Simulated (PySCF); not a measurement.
Computed NMR parameters against published values

Structure with atom numbers: `[cH:1]1[cH:2][n:3][cH:4][n:5][cH:6]1` (H(Xn): hydrogen on atom n).

Published values to compare with: δ ¹⁵N N3/N5 -80.3 ppm (measured; solution, cyclohexane; M. Witanowski et al., J. Magn. Reson. 124 (1997) 127).
δ ¹³C C4 163.6; C2/C6 158.8; C1 122.4; δ ¹⁵N N3/N5 -71.3 ppm (CCSD(T)/cc-pVQZ; gas (isolated, no vibration); M. Maurer, PhD thesis, LMU Munich (Maurer, Ochsenfeld, JCTC 2015 SI; set of Flaig et al., JCTC 2014, 10, 572)). Coupling constants: ¹J(C4,H(C4)) 202.7 Hz, ¹J(C6,H(C6)) 182.8 Hz, ³J(C6,H(C2)) 5.3 Hz, ¹J(C1,H(C1)) 166.2 Hz.

[PySCF: coordinates at the GFN2-xTB level; spin–spin couplings from B3LYP/pcJ-1 (spin–dipole term only in couplings to heteroatoms); σ from GIAO-PBE0/pcSseg-1; equivalent nuclei averaged; non-relativistic; single conformer; in vacuum]

(1) Set the calculated values beside the experiment.

(2) How far are the unscaled ¹³C shifts from the references?

Results:

(1) 
Reference values: measured (solution, cyclohexane; M. Witanowski et al., J. Magn. Reson. 124 (1997) 127).
| atoms | quantity | reference | computed | computed, scaled |
| --- | --- | --- | --- | --- |
| N3/N5 | δ ¹⁵N vs neat liquid CH3NO2 | -80.3 | – | -84.9 |

Reference values: CCSD(T)/cc-pVQZ (gas (isolated, no vibration); M. Maurer, PhD thesis, LMU Munich (Maurer, Ochsenfeld, JCTC 2015 SI; set of Flaig et al., JCTC 2014, 10, 572)).
| atoms | quantity | reference | computed | computed, scaled |
| --- | --- | --- | --- | --- |
| C4 | δ ¹³C | 163.6 | 165.6 | 159.2 |
| C2/C6 | δ ¹³C | 158.8 | 163.3 | 156.9 |
| C1 | δ ¹³C | 122.4 | 127.0 | 121.6 |
| N3/N5 | δ ¹⁵N vs CH3NO2 (same level) | -71.3 | – | -84.9 |

Computed shifts are σ(ref) − σ with the named reference compound (TMS for H and C) calculated as an isolated molecule at the same level. The measured values may be among those fitted. Empirical linear scaling, fitted to shifts measured mostly in CDCl3 for H and C (δ vs TMS): ¹³C (scatter 2.1 ppm rms, 2.3 ppm with the 13 outliers that the fit left out); ¹⁵N (scatter 6.3 ppm rms vs CH3NO2, solution or neat liquid). Occasional misses reach two or three times the rms, and more in compound classes unlike the fitted ones.

Coupling constants in Hz (some tables give magnitudes without signs):
| coupling | reference | computed | source |
| --- | --- | --- | --- |
| ¹J(C4,H(C4)) | 202.7 | 209.3 | measured; liquid or solution; F. J. Weigert, PhD thesis, Caltech 1968 (Carbon-13 magnetic resonance spectroscopy) |
| ¹J(C6,H(C6)) | 182.8 | 186.0 | measured; liquid or solution; F. J. Weigert, PhD thesis, Caltech 1968 (Carbon-13 magnetic resonance spectroscopy) |
| ³J(C6,H(C2)) | 5.3 | 5.6 | measured; liquid or solution; F. J. Weigert, PhD thesis, Caltech 1968 (Carbon-13 magnetic resonance spectroscopy) |
| ¹J(C1,H(C1)) | 166.2 | 172.4 | measured; liquid or solution; F. J. Weigert, PhD thesis, Caltech 1968 (Carbon-13 magnetic resonance spectroscopy) |

(2) Mean signed difference +3.70 ppm, mean absolute 3.70 ppm over 3 comparisons; the largest is +4.6 ppm at C1 (aromatic CH).

9 of the 29 published NMR values on file for this molecule are compared. The rest: values whose atom or origin is in doubt.
